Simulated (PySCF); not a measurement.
Structure with atom numbers: `[OH:1][BH:2][OH:3]`; H(Xn) means a hydrogen on atom n.

Theory: PBE0-D3(BJ)/def2-TZVP geometry, GIAO B97-2/pcSseg-2 shieldings, in PySCF (no solvent model, non-relativistic Hamiltonian, one conformer, rapidly exchanging positions averaged).

Referencing at the same level of theory: ¹H against TMS; H2O for ¹⁷O; ¹¹B against BF3·OEt2.

```tsv
atoms	nucleus	count	δ (ppm)
H(O1)/H(O3)	¹H	2	?
B2	¹¹B	1	23.9
H(B2)	¹H	1	?
O1/O3	¹⁷O	2	119.3
```

Q: Estimate the values marked ?.

A: 
- H(B2): 4.18 ppm, hydrogen on a boron bonded to 2 O
- H(O1)/H(O3): 3.03 ppm, hydrogen on an oxygen bonded to B; exchangeable, gas-phase position

Exchangeable OH/NH protons stand at their gas-phase positions; hydrogen bonding in a real sample shifts them, mostly to higher δ. Hydrogens on boron are broadened and split by ¹¹B (spin 3/2, 80 %) and 10B (spin 3). Experimental scales use liquid or dissolved standards, which lie at an offset from isolated H2O (liquid H2O: subtract about 36 ppm).
